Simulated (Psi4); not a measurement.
# CClF3 (SMILES FC(F)(F)Cl): DSD-PBEP86/def2-SVPD (density fitting for correlation)

What is the vertical ionisation energy of CClF3 at DSD-PBEP86/def2-SVPD (density fitting for correlation)? 

Program for the calculation: Psi4 1.11.

1 further run of the same task is left out (set aside as unsound or not needed).

## 1. The structure to begin with

CClF3 has 5 atoms, charge 0, and is taken as a singlet. SMILES: `FC(F)(F)Cl`. The shape is that of a PBE0-D4/def2-TZVP optimisation.

Bond lengths: F1–C2 1.322 Å, C2–F3 1.322 Å, C2–F4 1.322 Å, C2–Cl5 1.756 Å. Angles: F1–C2–F3 108.7°, F1–C2–F4 108.7°, F1–C2–Cl5 110.2°, F3–C2–F4 108.7°, F3–C2–Cl5 110.2°, F4–C2–Cl5 110.2°.

## 2. A single-point energy at DSD-PBEP86/def2-SVPD (density fitting for correlation)

File cclf3.py:

```python
import psi4

psi4.set_memory(1600000000)
psi4.set_num_threads(1)
psi4.core.set_output_file('psi4.out', False)

molecule = psi4.geometry("""
0 1
F
C 1 1.321717
F 2 1.32177 1 108.70687
F 2 1.321754 1 108.70932 3 -118.17671
Cl 2 1.755526 1 110.225 3 120.90719
units angstrom
symmetry c1
no_reorient
no_com
""")

options = {'basis': 'def2-SVPD', 'puream': True, 'e_convergence': 1e-09, 'd_convergence': 1e-08, 'scf_type': 'pk', 'dft_radial_points': 99, 'dft_spherical_points': 590, 'num_frozen_docc': 9}
psi4.set_options(options)

result = psi4.energy("DSD-PBEP86")
print(f'DSD-PBEP86 energy: {result:.10f} Eh')
for k, v in sorted(psi4.core.scalar_variables().items()):
    print(f'{k:45s} {v:18.10f}')
```

On the command line:

```console
$ python cclf3.py
```

psi4.out, shortened:

```text
[...]
  Running in c1 symmetry.
[...]
  Nuclear repulsion =  251.228641838567256
[...]
  Multiplicity = 1
[...]
  Nalpha       = 25
  Nbeta        = 25
[...]
    Number of basis functions: 116
[...]
   @RKS iter   1:  -796.01215172033744   -2.70770e-02   4.83251e-03 DIIS/ADIIS
[...]
   @RKS iter  10:  -796.13249120465400   -3.05818e-11   9.17843e-09 DIIS
[...]
    Orbital Energies [Eh]
    ---------------------
    Doubly Occupied:
       1A   -103.703381     2A    -25.816028     3A    -25.816018
       4A    -25.815994     5A    -11.215536     6A    -10.237326
       7A     -7.810512     8A     -7.804036     9A     -7.804036
      10A     -1.626072    11A     -1.523066    12A     -1.523045
      13A     -1.096761    14A     -0.895278    15A     -0.799740
      16A     -0.799734    17A     -0.760282    18A     -0.672675
      19A     -0.672673    20A     -0.630763    21A     -0.630755
      22A     -0.608114    23A     -0.553751    24A     -0.463353
      25A     -0.463352
[...]
  @RKS Final Energy:  -796.13249120465400
   => Energetics <=
    Nuclear Repulsion Energy =            251.2286418385672562
    One-Electron Energy =               -1602.1109153005811550
    Two-Electron Energy =                 573.1981737043238354
    DFT Exchange-Correlation Energy =     -18.4483914469639423
    Empirical Dispersion Energy =           0.0000000000000000
    VV10 Nonlocal Energy =                  0.0000000000000000
    Total Energy =                       -796.1324912046540021
[...]
 Multipole Moments:
 ------------------------------------------------------------------------------------
     Multipole            Electronic (a.u.)      Nuclear  (a.u.)        Total (a.u.)
 ------------------------------------------------------------------------------------
 L = 1.  Multiply by 2.5417464519 to convert [e a0] to [Debye]
 Dipole X            :         -0.6197639            0.7724542            0.1526902
 Dipole Y            :         -0.3709862            0.4624747            0.0914885
 Dipole Z            :         -0.2661901            0.3316778            0.0654877
 Magnitude           :                                                    0.1896658
[...]
```

The script printed:

```text
DSD-PBEP86 energy: -796.5794441256 Eh
CURRENT ENERGY                                   -796.5794441256
CURRENT REFERENCE ENERGY                         -796.1324912047
DD SOLVATION ENERGY                                 0.0000000000
DFT FUNCTIONAL TOTAL ENERGY                      -796.1324912047
DFT TOTAL ENERGY                                 -796.5794441256
DFT VV10 ENERGY                                     0.0000000000
DFT XC ENERGY                                     -18.4483914470
DOUBLE-HYBRID CORRECTION ENERGY                    -0.4469529210
DSD-PBEP86 DOUBLE-HYBRID CORRECTION ENERGY         -0.4469529210
DSD-PBEP86 TOTAL ENERGY                          -796.5794441256
GRID ELECTRONS ALPHA                               24.9999998763
GRID ELECTRONS BETA                                24.9999998763
GRID ELECTRONS TOTAL                               49.9999997527
NUCLEAR REPULSION ENERGY                          251.2286418386
ONE-ELECTRON ENERGY                             -1602.1109153006
PCM POLARIZATION ENERGY                             0.0000000000
PE ENERGY                                           0.0000000000
SCF ITERATION ENERGY                             -796.1324912047
SCF ITERATIONS                                     10.0000000000
SCF TOTAL ENERGY                                 -796.1324912047
TWO-ELECTRON ENERGY                               573.1981737043
XC GRID RADIAL POINTS                              99.0000000000
XC GRID SPHERICAL POINTS                          590.0000000000
XC GRID TOTAL POINTS                           282438.0000000000
```

Run time: 18 s. Hardware: 1 thread of AMD EPYC 7R43 (Zen 3), shared host; peak memory 0.66 GiB.

## 3. The doublet cation, same level

File cclf3.xyz:

```xyz
5
CClF3
F      0.213700     0.019100     1.326100
C     -0.002200    -0.082500     0.026100
F     -1.249600    -0.474600    -0.167100
F      0.811700    -0.999000    -0.468500
Cl     0.276300     1.463300    -0.758000
```

File cclf3_ase.py:

```python
import numpy as np
from ase.calculators.psi4 import Psi4
from ase.io import read

mol = read('cclf3.xyz')
calc = Psi4(atoms=mol, method='dsd-pbep86', basis='def2-SVPD', memory='1600MB', num_threads=1, charge=1, multiplicity=2, label='cclf3', reference='uks')
calc.psi4.set_options({'puream': True, 'e_convergence': 1e-09, 'd_convergence': 1e-08, 'scf_type': 'pk', 'dft_radial_points': 99, 'dft_spherical_points': 590, 'num_frozen_docc': 9, 'maxiter': 100})
mol.calc = calc

print(f'energy: {mol.get_potential_energy():.6f} eV')
```

On the command line:

```console
$ python cclf3_ase.py
```

cclf3.dat, shortened:

```text
[...]
  Running in c1 symmetry.
[...]
  Nuclear repulsion =  251.228625177234051
[...]
  Multiplicity = 2
[...]
  Nalpha       = 25
  Nbeta        = 24
[...]
    Number of basis functions: 116
[...]
   @UKS iter   1:  -795.49344809631782    4.91626e-01   5.40629e-03 ADIIS/DIIS
[...]
   @UKS iter  15:  -795.66496427300820   -5.91172e-12   7.39485e-09 DIIS
[...]
   @S^2 Observed:                7.566884542E-01
[...]
    Orbital Energies [Eh]
    ---------------------
    Alpha Occupied:
       1A   -104.124369     2A    -26.055803     3A    -26.050315
       4A    -26.044925     5A    -11.475569     6A    -10.653119
       7A     -8.239994     8A     -8.220110     9A     -8.213714
      10A     -1.859624    11A     -1.756146    12A     -1.750342
      13A     -1.482204    14A     -1.141720    15A     -1.036723
      16A     -1.034615    17A     -1.028827    18A     -0.917632
      19A     -0.900488    20A     -0.880901    21A     -0.860963
      22A     -0.847611    23A     -0.841505    24A     -0.832192
      25A     -0.812124
    Alpha Virtual:
[...]
  @UKS Final Energy:  -795.66496427300820
   => Energetics <=
    Nuclear Repulsion Energy =            251.2286251772340506
    One-Electron Energy =               -1587.7490942385234121
    Two-Electron Energy =                 559.1912486365469022
    DFT Exchange-Correlation Energy =     -18.3357438482658246
    Empirical Dispersion Energy =           0.0000000000000000
    VV10 Nonlocal Energy =                  0.0000000000000000
    Total Energy =                       -795.6649642730081951
[...]
 Multipole Moments:
 ------------------------------------------------------------------------------------
     Multipole            Electronic (a.u.)      Nuclear  (a.u.)        Total (a.u.)
 ------------------------------------------------------------------------------------
 L = 1.  Multiply by 2.5417464519 to convert [e a0] to [Debye]
 Dipole X            :          0.1349171            0.1522480            0.2871651
 Dipole Y            :          0.8298772            0.8448433            1.6747205
 Dipole Z            :         -0.4169397           -0.4285312           -0.8454709
 Magnitude           :                                                    1.8978866
[...]
```

On the terminal:

```text
energy: -21662.951767 eV
```

It took 38 s on 1 thread of AMD EPYC 7R43 (Zen 3), shared host; peak memory 0.68 GiB.

## 4. What came out

Level: DSD-PBEP86/def2-SVPD (density fitting for correlation), 9 core orbitals frozen.

| quantity | value |
| --- | --- |
| singlet CClF3: total energy | -796.57944 Eh |
| singlet CClF3: HOMO energy (SCF part's orbitals) | -12.61 eV |
| singlet CClF3: LUMO energy (SCF part's orbitals) | 1.75 eV |
| singlet CClF3: HOMO–LUMO gap (SCF part's orbitals) | 14.36 eV |
| doublet cation: total energy | -796.09880 Eh |
| doublet cation: HOMO energy (SCF part's orbitals) (highest over α and β) | -21.58 eV |
| doublet cation: LUMO energy (SCF part's orbitals) (lowest over α and β) | -12.86 eV |
| doublet cation: ⟨S²⟩ | 0.757 |
| vertical ionisation energy (to the doublet cation) | 13.079 eV |

What this shows: The vertical ionisation energy comes to 13.08 eV (302 kcal/mol). The negative HOMO energy of the first species, 12.61 eV, lies 0.47 eV below that difference.
